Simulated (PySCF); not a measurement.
B3LYP has the VWN-RPA correlation part, as in Gaussian. Delta-SCF ions had no search for a lower state. 

## H$_{3}$N, SMILES `N` (charge 0, multiplicity 1)

Computed with B3LYP-D3(BJ)/def2-TZVP // B3LYP-D3(BJ)/def2-SVP in PySCF.

```json
{
  "HOMO": "-7.45 eV",
  "dipole_moment": "1.78 D",
  "HOMO–LUMO gap": "8.03 eV",
  "LUMO": "0.58 eV",
  "vertical ionisation energy (Delta-SCF)": "11.03 eV",
  "total_energy": "-1539.80 eV",
  "cost": "very roughly 12 core-seconds"
}
```

Bond lengths (Å): N1–H2 1.023, N1–H3 1.023, N1–H4 1.023. Angles (°): H2–N1–H3 105.1, H2–N1–H4 105.1, H3–N1–H4 105.1.
Charge 0, spin multiplicity 1.
